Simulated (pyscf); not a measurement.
PySCF, gas phase, ωB97X-D3(BJ)/def2-SVP geometries. MP2 and CC: frozen core, UHF for open shells. ΔMP2 is the change of the MP2 total energy from the triple- to the quadruple-zeta basis.

### Question
Estimate by transition-state theory (the high-pressure limit) the rate constant of •H₂C–O–CH₃ → formaldehyde (H₂C=O) + methyl (CH₃•) (doublet surface; C–O broken, none formed) at 900 K, with CCSD(T)/def2-TZVPP + ΔMP2(QZVPP) energies (ideal gas, 1 atm, RRHO with modes under 100 cm⁻¹ raised to 100, one conformer, R ln 2 for chiral ones without a mode under 150 cm⁻¹; no tunnelling).

### Answer
The electronic barrier is 30.2 kcal/mol and the thermal terms add -5.5, so ΔG‡ = 24.7 kcal/mol. With k_BT/h = 1.88e+13 s⁻¹ and RT = 1.788 kcal/mol, k = 1.8e+07 s⁻¹, a half-life of 3.8e-08 s through this channel alone. Wigner's tunnelling factor for 705i cm⁻¹ would be 1.05. A shift of 1 kcal/mol in the barrier changes k by a factor 1.7. •H₂C–O–CH₃ lies 12.9 kcal/mol over its isomer H₃C–CH•–OH (electronic energy, ωB97M-D3(BJ)). One saddle was located; it need not be the lowest between these sides. The CCSD(T) − MP2 part came from Ansatz, without density fitting, on the same reference. A UHF reference is spin-contaminated (<S²> up to 1.01), which harms MP2 most.
